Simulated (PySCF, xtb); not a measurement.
CHO, SMILES [CH]=O, multiplicity 2.

Harmonic wavenumbers (cm⁻¹) from xtb with GFN2-xTB at its own minimum, in rising order: 1046, 1947, 2753.

Task: What does PBE-D3(BJ)/def2-TZVPD in PySCF give at its own minimum? (Estimate from the structure and the level; the computed values follow.)

Result: 1065, 1869, 2565. Paired by order, the mean absolute difference is 95 cm⁻¹ and the zero-point energies are 8.2 and 7.9 kcal/mol.
